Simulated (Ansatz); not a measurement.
System: CH₃S (charge 0, doublet). It need not be the lowest isomer of its formula. 
Geometry from a B3LYP-D3(BJ)/def2-TZVP (Ansatz, a first-principles code) optimisation:
SMILES: [CH2]S
```xyz
5

C     -0.0461     1.1066    -0.2404
S     -0.0135    -0.5541     0.1901
H      0.6281    -1.0204    -0.8936
H     -0.5168     1.7811     0.4559
H      0.3815     1.4649    -1.1612
```
Charge 0, spin multiplicity 2.

### Question
Give the harmonic wavenumbers at B3LYP-D3(BJ)/def2-TZVP (Ansatz, finite differences of forces, unscaled).

### Answer
103, 346, 783, 847, 1074, 1412, 2674, 3181, 3306 cm⁻¹. Zero-point energy 19.6 kcal/mol.

### Question
From these and the geometry, give the ideal-gas thermochemistry at 298.15 K and 1 atm (rigid rotor, harmonic oscillator).

### Answer
Point group Cs, rotational symmetry number 1. Rotational constants 145, 15.61, 14.09 GHz. S(trans) 37.47, S(rot) 19.85, S(vib) 5.06, S(elec, spin only) 1.38, S 63.8 cal/(mol K). H(298) - H(0) 3.17 kcal/mol; G - E(el) 3.8 kcal/mol.
